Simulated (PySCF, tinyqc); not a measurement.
FCI on RHF in the sto-3g basis, for HF, spin multiplicity 1, step by step. The lowest restricted solution is unstable here: a spin-polarised one lies 0.0549 hartree lower (PySCF). One step of it, computed by the program tinyqc.

Problem. FCI: determinants and Hamiltonian. Slater-Condon rules over spin orbitals, with the nuclear repulsion added and E(HF) subtracted on the diagonal. Only determinants linked to the reference directly or through others are kept (one block of an abelian symmetry group), so some states are absent.

one-electron integrals over orbitals h = C^T H C (hartree):
```
            1          2          3          4          5          6
1  -40.362930   0.730368   0.000000   0.000000  -0.085903  -0.096483
2    0.730368  -9.109791   0.000000   0.000000   0.378839   0.548756
3    0.000000   0.000000  -8.545364   0.000000   0.000000   0.000000
4    0.000000   0.000000   0.000000  -8.545364   0.000000   0.000000
5   -0.085903   0.378839   0.000000   0.000000  -6.369282   2.484380
6   -0.096483   0.548756   0.000000   0.000000   2.484380  -5.823675
```

Two-electron integrals over orbitals (pq|rs), unique and non-zero (hartree):
```
(11|11) 5.365120    (21|11) -0.528095   (21|21) 0.081894    (22|11) 1.247878
(22|21) -0.023684   (22|22) 0.884921    (31|31) 0.029513    (32|31) 0.040469
(32|32) 0.192492    (33|11) 1.264032    (33|21) -0.015343   (33|22) 0.902649
(33|33) 0.997514    (41|41) 0.029513    (42|41) 0.040469    (42|42) 0.192492
(43|43) 0.053770    (44|11) 1.264032    (44|21) -0.015343   (44|22) 0.902649
(44|33) 0.889973    (44|44) 0.997514    (51|11) 0.065683    (51|21) -0.010060
(51|22) 0.003703    (51|33) 0.001951    (51|44) 0.001951    (51|51) 0.015591
(52|11) -0.088990   (52|21) 0.003198    (52|22) -0.042321   (52|33) -0.050489
(52|44) -0.050489   (52|51) 0.020430    (52|52) 0.119220    (53|31) -0.004576
(53|32) -0.018854   (53|53) 0.030908    (54|41) -0.004576   (54|42) -0.018854
(54|54) 0.030908    (55|11) 0.834044    (55|21) -0.007925   (55|22) 0.651656
(55|33) 0.637654    (55|44) 0.637654    (55|51) -0.000942   (55|52) -0.004348
(55|55) 0.631805    (61|11) 0.071101    (61|21) -0.011239   (61|22) 0.002654
(61|33) 0.002148    (61|44) 0.002148    (61|51) -0.013666   (61|52) -0.021980
(61|55) 0.003050    (61|61) 0.017318    (62|11) -0.104004   (62|21) 0.002968
(62|22) -0.058109   (62|33) -0.058781   (62|44) -0.058781   (62|51) -0.019918
(62|52) -0.088035   (62|55) -0.018106   (62|61) 0.019785    (62|62) 0.091461
(63|31) -0.004724   (63|32) -0.019590   (63|53) -0.024833   (63|63) 0.027735
(64|41) -0.004724   (64|42) -0.019590   (64|54) -0.024833   (64|64) 0.027735
(65|11) -0.454512   (65|21) 0.007427    (65|22) -0.274139   (65|33) -0.274260
(65|44) -0.274260   (65|51) 0.001099    (65|52) 0.061725    (65|55) -0.081404
(65|61) -0.003507   (65|62) 0.023402    (65|65) 0.262377    (66|11) 0.804246
(66|21) -0.008514   (66|22) 0.613363    (66|33) 0.600925    (66|44) 0.600925
(66|51) 0.007127    (66|52) 0.032284    (66|55) 0.622428    (66|61) -0.005372
(66|62) -0.042236   (66|65) -0.031974   (66|66) 0.641380
```

nuclear repulsion = 3.19422864 hartree

Hartree-Fock energy = -98.41808124 hartree

Give: determinants; H - E(HF) between determinants.

Solution.

Occupation strings over the orbitals (2 doubly, a alpha, b beta, 0 empty; spin orbitals ordered 1a 1b 2a 2b ...): 222220 2222ab 2a222b a2222b 2222ba 2b222a b2222a 222202 2a22b2 a222b2 222022 220222 2b22a2 202222 ab2222 b222a2 ba2222 022222

H - E(HF) between determinants (hartree):
```
         222220   2222ab   2a222b   a2222b   2222ba   2b222a   b2222a   222202
222220   0.0000   0.0000   0.0000   0.0000   0.0000   0.0000   0.0000   0.2624
2222ab   0.0000   0.2855  -0.0089  -0.0106  -0.2624  -0.0234   0.0035   0.0494
2a222b   0.0000  -0.0089   1.1129   0.0283  -0.0234  -0.0915  -0.0198  -0.0617
a2222b   0.0000  -0.0106   0.0283  25.3809   0.0035  -0.0198  -0.0173  -0.0011
2222ba   0.0000  -0.2624  -0.0234   0.0035   0.2855  -0.0089  -0.0106  -0.0494
2b222a   0.0000  -0.0234  -0.0915  -0.0198  -0.0089   1.1129   0.0283   0.0617
b2222a   0.0000   0.0035  -0.0198  -0.0173  -0.0106   0.0283  25.3809   0.0011
222202   0.2624   0.0494  -0.0617  -0.0011  -0.0494   0.0617   0.0011   0.5993
2a22b2  -0.0234   0.0617  -0.2422   0.0074  -0.0241   0.0880   0.0199   0.0455
a222b2   0.0035   0.0011   0.0074  -0.4225  -0.0084   0.0220   0.0137   0.0187
222022   0.0277   0.0248   0.0196   0.0047  -0.0248  -0.0196  -0.0047   0.0309
220222   0.0277   0.0248   0.0196   0.0047  -0.0248  -0.0196  -0.0047   0.0309
2b22a2   0.0234  -0.0241   0.0880   0.0199   0.0617  -0.2422   0.0074  -0.0455
202222   0.0915   0.0880   0.0159  -0.0030  -0.0880  -0.0159   0.0030   0.1192
ab2222  -0.0198  -0.0199   0.0030  -0.0618   0.0220  -0.0080   0.0112  -0.0204
b222a2  -0.0035  -0.0084   0.0220   0.0137   0.0011   0.0074  -0.4225  -0.0187
ba2222   0.0198   0.0220  -0.0080   0.0112  -0.0199   0.0030  -0.0618   0.0204
022222   0.0173   0.0137   0.0112  -0.0765  -0.0137  -0.0112   0.0765   0.0156

         2a22b2   a222b2   222022   220222   2b22a2   202222   ab2222   b222a2
222220  -0.0234   0.0035   0.0277   0.0277   0.0234   0.0915  -0.0198  -0.0035
2222ab   0.0617   0.0011   0.0248   0.0248  -0.0241   0.0880  -0.0199  -0.0084
2a222b  -0.2422   0.0074   0.0196   0.0196   0.0880   0.0159   0.0030   0.0220
a2222b   0.0074  -0.4225   0.0047   0.0047   0.0199  -0.0030  -0.0618   0.0137
2222ba  -0.0241  -0.0084  -0.0248  -0.0248   0.0617  -0.0880   0.0220   0.0011
2b222a   0.0880   0.0220  -0.0196  -0.0196  -0.2422  -0.0159  -0.0080   0.0074
b2222a   0.0199   0.0137  -0.0047  -0.0047   0.0074   0.0030   0.0112  -0.4225
222202   0.0455   0.0187   0.0309   0.0309  -0.0455   0.1192  -0.0204  -0.0187
2a22b2   1.4556   0.0289   0.0189   0.0189  -0.1192   0.0835   0.0032  -0.0204
a222b2   0.0289  25.7151   0.0046   0.0046  -0.0204  -0.0032  -0.1302  -0.0156
222022   0.0189   0.0046   0.6894   0.0538  -0.0189   0.1925  -0.0405  -0.0046
220222   0.0189   0.0046   0.0538   0.6894  -0.0189   0.1925  -0.0405  -0.0046
2b22a2  -0.1192  -0.0204  -0.0189  -0.0189   1.4556  -0.0835   0.0141   0.0289
202222   0.0835  -0.0032   0.1925   0.1925  -0.0835   2.5253  -0.0131   0.0032
ab2222   0.0032  -0.1302  -0.0405  -0.0405   0.0141  -0.0131  26.9654   0.0101
b222a2  -0.0204  -0.0156  -0.0046  -0.0046   0.0289   0.0032   0.0101  25.7151
ba2222   0.0141   0.0101   0.0405   0.0405   0.0032   0.0131  -0.0819  -0.1302
022222   0.0101  -0.0479   0.0295   0.0295  -0.0101   0.0819   0.4913   0.0479

         ba2222   022222
222220   0.0198   0.0173
2222ab   0.0220   0.0137
2a222b  -0.0080   0.0112
a2222b   0.0112  -0.0765
2222ba  -0.0199  -0.0137
2b222a   0.0030  -0.0112
b2222a  -0.0618   0.0765
222202   0.0204   0.0156
2a22b2   0.0141   0.0101
a222b2   0.0101  -0.0479
222022   0.0405   0.0295
220222   0.0405   0.0295
2b22a2   0.0032  -0.0101
202222   0.0131   0.0819
ab2222  -0.0819   0.4913
b222a2  -0.1302   0.0479
ba2222  26.9654  -0.4913
022222  -0.4913  55.1598
```
